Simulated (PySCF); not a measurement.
## Converging NaCl in the basis (CCSD)

PySCF, RHF reference; singlet, unpaired electrons none; De to Na + Cl without counterpoise correction. Frozen cores follow the default of each basis and core potential.

| basis | relativity | functions | Re (Å) | ωe (cm⁻¹) | De (eV) | frozen orbitals |
| --- | --- | --- | --- | --- | --- | --- |
| def2-SVP | no relativity | 33 | 2.354 | 386 | 3.66 | 6 |
| 6-31G(d,p) | no relativity | 36 | 2.393 | 367 | 3.70 | 6 |
| def2-SVPD | no relativity | 45 | 2.416 | 348 | 4.04 | 6 |
| 6-311G(d,p) | no relativity | 52 | 2.382 | 367 | 3.78 | 6 |
| aug-cc-pVDZ/aug-cc-pV(D+d)Z | no relativity | 59 | 2.408 | 343 | 3.96 | 6 |
| def2-TZVPP | no relativity | 74 | 2.361 | 365 | 3.93 | 6 |

(1) How does each smaller set differ from the one with most functions, def2-TZVPP?

Correlated steps freeze 6 core orbitals. Correlated levels converge slowly with the basis: in double zeta they bind strong bonds too weakly, by up to about 1 eV, and carry superposition errors of some tenths. Where the molecule has an RHF reference, its open-shell atoms are computed with UHF.

Results:

(1) def2-SVP: -0.7 pm, +5.8 % in ωe, -0.27 eV in De; 6-31G(d,p): +3.2 pm, +0.5 % in ωe, -0.23 eV in De; def2-SVPD: +5.5 pm, -4.7 % in ωe, +0.11 eV in De; 6-311G(d,p): +2.1 pm, +0.5 % in ωe, -0.15 eV in De; aug-cc-pVDZ/aug-cc-pV(D+d)Z: +4.7 pm, -6.0 % in ωe, +0.03 eV in De. All at CCSD; the set with most functions is neither the basis-set limit nor always the best.
